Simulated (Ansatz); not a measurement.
# C2H6B (SMILES [CH2]BC) at USVWN5/6-311+G(d,p)

Aim: the vertical doublet–quartet gap of C2H6B at USVWN5/6-311+G**, from 2 runs. 

Program for the calculation: Ansatz 0.2.0.

45 further runs of the same task are left out: 45 set aside as unsound or not needed.

### Step 1. The structure to begin with

C2H6B: 9 atoms, total charge 0, spin state doublet. As SMILES, `[CH2]BC`. The coordinates come from a PBE0-D4/def2-TZVP relaxation. This is one conformer, not always the lowest.

Bond lengths: C1–B2 1.531 Å, B2–C3 1.561 Å, C1–H4 1.088 Å, C1–H5 1.087 Å, B2–H6 1.202 Å, C3–H7 1.092 Å, C3–H8 1.097 Å, C3–H9 1.097 Å. Some angles: C1–B2–C3 122.9°, C1–B2–H6 118.3°, C3–B2–H6 118.8°, B2–C1–H4 122.7°, B2–C1–H5 123.3°, B2–C3–H7 115.2°, B2–C3–H8 109.8°, B2–C3–H9 110.0°, H4–C1–H5 113.9°, H7–C3–H8 108.4°.

### Step 2. A single-point energy at USVWN5/6-311+G(d,p)

Contents of input.yaml:

```yaml
crystal:
  periodic: [false, false, false]
  atoms:
    - {symbol: C, position_ang: [-0.840100, 0.743300, -1.023500]}
    - {symbol: B, position_ang: [0.191800, 0.540800, 0.089100]}
    - {symbol: C, position_ang: [0.525000, -0.860100, 0.691800]}
    - {symbol: H, position_ang: [-1.406600, -0.078400, -1.457800]}
    - {symbol: H, position_ang: [-1.074500, 1.714900, -1.450600]}
    - {symbol: H, position_ang: [0.769100, 1.506600, 0.513000]}
    - {symbol: H, position_ang: [-0.036500, -1.695300, 0.267500]}
    - {symbol: H, position_ang: [1.596100, -1.069200, 0.576400]}
    - {symbol: H, position_ang: [0.364200, -0.849200, 1.777100]}
basis:
  gaussian: {orbitals: 6-311+G_st__st_.json}
total_charge: 0
magnetization: {spin_polarized: true, initial_magnetization: 1}
hamiltonian: {xc: {name: SVWN5}}
accuracy: high
output: {orbitals: {seedname: orbitals}}
```

The basis set 6-311+G** is read from a file made from the Basis Set Exchange's data (not shown).

Command:

```console
$ ansatz run input.yaml --threads 1 --pin off --max-ram 3480MiB --events-out events.jsonl --progress --plain --runs-dir runs
```

Standard output:

```text
Warning: RAYON_NUM_THREADS=1 ignored (pool sized by the plan → 1); use --threads N
Functional definition: SVWN5
  name "SVWN5"
  exchange = slater_x
  correlation = vwn5_c
2069 factors; integrals over basis functions are off by at most 3.6e-9 eV
mean field evaluation 1: about -2804.7448 eV, gradient 5.2e1 eV
mean field evaluation 2: about -2786.8764 eV, gradient 7.2e1 eV
mean field evaluation 4: about -2818.1018 eV, gradient 3.7e0 eV
mean field evaluation 8: about -2818.1726 eV, gradient 8.3e-2 eV
mean field evaluation 16: about -2818.1727 eV, gradient 4.4e-6 eV
mean field -2818.17265148 eV, -103.5659347159 hartree, gradient 6.0e-8 eV, S^2 0.751518; 0 other end points of the search recorded, 0 dependent functions left out
reference -2818.17265766 eV, -103.5659349431 hartree; 12, 11 occupied and 90, 91 virtual orbitals, 2069 factors
Total energy: -2818.17265766 eV, -103.5659349431 hartree
```

Run time: 5.4 s. Hardware: 1 thread of Arm Neoverse V2, shared host; peak memory 0.29 GiB.

### Step 3. The quartet, same level

Contents of in.yaml:

```yaml
crystal:
  periodic: [false, false, false]
  atoms:
    - {symbol: C, position_ang: [-0.840100, 0.743300, -1.023500]}
    - {symbol: B, position_ang: [0.191800, 0.540800, 0.089100]}
    - {symbol: C, position_ang: [0.525000, -0.860100, 0.691800]}
    - {symbol: H, position_ang: [-1.406600, -0.078400, -1.457800]}
    - {symbol: H, position_ang: [-1.074500, 1.714900, -1.450600]}
    - {symbol: H, position_ang: [0.769100, 1.506600, 0.513000]}
    - {symbol: H, position_ang: [-0.036500, -1.695300, 0.267500]}
    - {symbol: H, position_ang: [1.596100, -1.069200, 0.576400]}
    - {symbol: H, position_ang: [0.364200, -0.849200, 1.777100]}
basis:
  gaussian:
    orbitals: 6-311+G_st__st_.json
magnetization:
  spin_polarized: true
  initial_magnetization: 3
hamiltonian:
  xc: {name: SVWN5}
accuracy: high
output: {orbitals: {seedname: orbitals}}
```

The basis set 6-311+G** is read from a file made from the Basis Set Exchange's data (not shown).

Command:

```console
$ ansatz run in.yaml --threads 1 --pin off --max-ram 3480MiB --events-out events.jsonl --progress --plain --runs-dir runs
```

Standard output:

```text
Warning: RAYON_NUM_THREADS=1 ignored (pool sized by the plan → 1); use --threads N
[... 4 set-up lines as earlier in the session ...]
2069 factors; integrals over basis functions are off by at most 3.6e-9 eV
mean field evaluation 1: about -2797.1088 eV, gradient 5.4e1 eV
mean field evaluation 2: about -2761.0200 eV, gradient 8.7e1 eV
mean field evaluation 4: about -2810.4412 eV, gradient 1.3e1 eV
mean field evaluation 8: about -2811.9059 eV, gradient 7.0e-1 eV
mean field evaluation 16: about -2811.9056 eV, gradient 2.0e-4 eV
mean field evaluation 32: about -2807.7148 eV, gradient 1.5e1 eV
mean field -2811.90563696 eV, -103.3356261804 hartree, gradient 3.5e-8 eV, S^2 3.753121; 6 other end points of the search recorded, 0 dependent functions left out
reference -2811.90564232 eV, -103.3356263773 hartree; 13, 10 occupied and 89, 92 virtual orbitals, 2069 factors
Total energy: -2811.90564232 eV, -103.3356263773 hartree
```

It took 6.9 s on 1 thread of Arm Neoverse V2, shared host; peak memory 0.32 GiB.

### Step 4. What came out

Level: USVWN5/6-311+G**.

| quantity | value |
| --- | --- |
| doublet: total energy | -103.56593 Eh |
| doublet: HOMO energy (highest over α and β) | -6.42 eV |
| doublet: LUMO energy (lowest over α and β) | -5.09 eV |
| doublet: ⟨S²⟩ | 0.752 |
| quartet: total energy | -103.33563 Eh |
| quartet: HOMO energy (highest over α and β) | -1.46 eV |
| quartet: ⟨S²⟩ | 3.753 |
| vertical energy of the quartet above the doublet | 6.267 eV |

**Reading.** At this shape the quartet lies 6.27 eV (605 kJ/mol) above the doublet.
